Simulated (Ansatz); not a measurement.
**RbCu: from a trial structure to a relaxed crystal**

These are results of DFT PBE, scalar-relativistic, plane waves, PAW (Ansatz), not measurements. Cutoff 420 eV, Γ-centred k mesh, Gaussian smearing, no spin polarisation in the final step.

RbCu was placed on the sites of a reported ScGa cell (Cmcm, No. 63), with Rb in place of Sc, Cu in place of Ga, at a guessed volume.

```xyz
4
Lattice="2.2810 -5.7875 0.0000 2.2810 5.7875 0.0000 0.0000 0.0000 4.4179" Properties=species:S:1:pos:R:3 pbc="T T T"
Rb    2.2810   -4.1902    3.3134
Rb    2.2810    4.1902    1.1045
Cu    2.2810   -0.9607    3.3134
Cu    2.2810    0.9607    1.1045
```

Steps on the 4×4×4 mesh (4 atoms). 7 of 7 steps are shown, and the free energy counts from the last. Trial steps that were taken back and renewals of the plane-wave basis can be among the rows.

| step | ΔF (meV/atom) | V (Å³/atom) | P (GPa) | largest force component (eV/Å) |
| --- | --- | --- | --- | --- |
| 1 | 194.7 | 29.16 | 3.77 | 0.841 |
| 2 | 77.6 | 32.59 | 1.13 | 0.577 |
| 3 | 30.9 | 34.65 | 0.14 | 0.395 |
| 4 | 5.2 | 35.11 | 0.33 | 0.073 |
| 5 | 4.2 | 36.23 | -0.36 | 0.013 |
| 6 | 3.0 | 35.63 | -0.02 | 0.002 |
| 7 | 0.0 | 35.63 | 0.19 | 0.002 |

Steps on the 8×8×8 mesh (4 atoms). 8 of 11 steps are shown, and the free energy counts from the last.

| step | ΔF (meV/atom) | V (Å³/atom) | P (GPa) | largest force component (eV/Å) |
| --- | --- | --- | --- | --- |
| 1 | 7.1 | 35.63 | 0.15 | 0.172 |
| 2 | 4.8 | 35.92 | 0.11 | 0.133 |
| 3 | 1.2 | 36.87 | -0.09 | 0.020 |
| 4 | 1.0 | 36.70 | 0.02 | 0.010 |
| 6 | 0.5 | 36.64 | -0.02 | 0.008 |
| 7 | 1.1 | 36.08 | -0.02 | 0.078 |
| 8 | 0.2 | 36.52 | -0.01 | 0.012 |
| 11 | 0.0 | 36.49 | 0.00 | 0.008 |

A final relaxation ran on a 10×10×10 mesh. The relaxed crystal, Cmcm (No. 63):

Space group Cmcm (No. 63). a = 5.452 Å, b = 11.512 Å, c = 4.659 Å, α = 90.00°, β = 90.00°, γ = 90.00°
```
atom site symmetry x y z
  Rb    4c m2m  0.0000  0.1519  0.2500
  Cu    4c m2m  0.0000  0.4759  0.2500
```

For RbCu, the volume per atom is 36.55 Å³ and the density is 3.38 g/cm³. The energy over the elements is 0.33 eV/atom and the gap on the 10×10×10 mesh is 0 eV (a metal).

Formation energies are uncorrected and refer to the elements' standard structures at the same level.

The final run used a 10×10×10 mesh on its 4-atom cell and 0.10 eV smearing. The k mesh leaves about 4 meV/atom of noise in metals.

Symmetry constrained the relaxation, so the result can be a saddle point.

Cost: 4 runs of about 3.9 core-minutes in all, on AMD EPYC 9B45 (Zen 5) (shared hosts).